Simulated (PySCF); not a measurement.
System (SMILES): [C-]#[NH+] (C-NH).
Geometry (B3LYP-D3(BJ)/def2-TZVP, fixed):
```xyz
3

C      0.0000     0.0000    -0.7364
N      0.0000     0.0000     0.4276
H      0.0000     0.0000     1.4250
```

Basis-set convergence of the isotropic shielding of N2 at HF with PySCF. GIAO, no density fitting; atoms are numbered in the order shown. All functions are spherical. No added dispersion term, no relativity. Reference: the value in pcSseg-3, 92.58 ppm, itself unsure by roughly 1.90 ppm (its mean distance from cc-pCVQZ, pcseg-3, pcSseg-2). Deviations are taken from unrounded values.

```
basis        functions  isotropic shielding of N2 (ppm)  minus reference (ppm)
-----------  ---------  -------------------------------  ---------------------
cc-pVDZ             33                           115.05                  22.47
def2-SVPD           48                           113.02                  20.44
aug-pcseg-1         55                           108.44                  15.86
cc-pVTZ             74                            98.09                   5.51
def2-TZVPD          83                            95.61                   3.03
def2-TZVPPD         91                            95.64                   3.06
aug-pcseg-2        115                            91.98                  -0.60
cc-pVQZ            140                            95.51                   2.93
def2-QZVPPD        159                            93.41                   0.83
```

The smallest set listed that lies within 10 ppm of the reference with all its larger relatives (same family, alike in diffuse functions; a set with none counts only in the reference's own line) is cc-pVTZ (74 functions, 5.51 ppm off). Inside, with no larger relative to test it: aug-pcseg-2.
